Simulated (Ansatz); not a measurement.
# H₂MgOS: vertical ionisation energy

One table from this session's results is given with a row withheld; the runs are named, their logs left out.

Method: unrestricted cation, the program's frozen cores in correlated methods; program: Ansatz 0.2.0, Gaussian basis.

The runs, in order: UKS PBE-D4/def2-TZVPP; UKS r2SCAN-D4/def2-TZVPP; UKS PBE0-D4/def2-TZVPP; UKS B3LYP-D4/def2-TZVPP; UKS wB97X-V/def2-TZVPP; UKS wB97M-V/def2-TZVPP; UKS B2PLYP/def2-TZVPP; UHF-CCSD(T)/def2-TZVPP; UHF-MP2/def2-QZVPP; extrapolation to the limit; then −ε(HOMO) from the neutral's earlier runs with LDA (SPW92), PBE-D4, revPBE-D4, BLYP-D4, r2SCAN-D4, B97M-V, PBE0-D4, B3LYP-D4, r2SCANh-D4, r2SCAN0-D4, HSE06-D4, BHLYP-D4, CAM-B3LYP-D4, LC-ωPBE, ωB97X-V, ωB97M-V.

## The geometry

An earlier PBE0-D4 in a triple-zeta def2 set relaxation fixed the geometry.

SMILES `[OH][Mg][SH]`, 5 atoms, charge 0, spin multiplicity 1.

Atoms are counted from 1 here; the program's logs count them from 0.

Bond lengths: O1–Mg2 1.757 Å, O1–H4 0.947 Å, Mg2–S3 2.284 Å, S3–H5 1.345 Å. Angles: Mg2–O1–H4 164.9°, O1–Mg2–S3 178.2°, Mg2–S3–H5 92.7°.

Set-up of the first run:

in.yaml reads:

```yaml
crystal:
  periodic: [false, false, false]
  atoms:
    - {symbol: O, position_ang: [-1.217047, -1.288849, 0.406924]}
    - {symbol: Mg, position_ang: [-0.201283, 0.031558, -0.150630]}
    - {symbol: S, position_ang: [1.077446, 1.793727, -0.840828]}
    - {symbol: H, position_ang: [-1.667382, -2.115482, 0.509926]}
    - {symbol: H, position_ang: [2.058165, 1.505346, 0.033209]}
basis:
  gaussian: {orbitals: def2-TZVPP}
total_charge: 1
magnetization: {spin_polarized: true, initial_magnetization: 1}
hamiltonian: {xc: pbe, dispersion: d4}
```

Steps of the session up to this table: Cation, UKS PBE-D4/def2-TZVPP; Cation, UKS r2SCAN-D4/def2-TZVPP; Cation, UKS PBE0-D4/def2-TZVPP; Cation, UKS B3LYP-D4/def2-TZVPP; Cation, UKS wB97X-V/def2-TZVPP; Cation, UKS wB97M-V/def2-TZVPP; Cation, UKS B2PLYP (frozen core)/def2-TZVPP; Cation, UHF-CCSD(T)/def2-TZVPP; Cation, UHF-MP2/def2-QZVPP.

One table of the session follows, with a row left open; its other results are not shown here.

It belongs to the step «Ionisation energies side by side». Orbital estimates, from the neutral's runs:

| functional | −ε(HOMO) (eV) |
| --- | --- |
| LDA (SPW92) | ? |
| PBE-D4 | 5.95 |
| revPBE-D4 | 5.88 |
| BLYP-D4 | 5.78 |
| r2SCAN-D4 | 6.19 |
| B97M-V | 6.22 |
| PBE0-D4 | 7.13 |
| B3LYP-D4 | 6.88 |
| r2SCANh-D4 | 6.63 |
| r2SCAN0-D4 | 7.29 |
| HSE06-D4 | 6.73 |
| BHLYP-D4 | 8.16 |
| CAM-B3LYP-D4 | 8.44 |
| LC-ωPBE | 9.83 |
| ωB97X-V | 9.47 |
| ωB97M-V | 9.32 |

**Question.** Estimate the row for LDA (SPW92).

As computed: −ε(HOMO) (eV): 6.09. In the column «−ε(HOMO) (eV)» it lies between PBE-D4 (5.95) and r2SCAN-D4 (6.19).
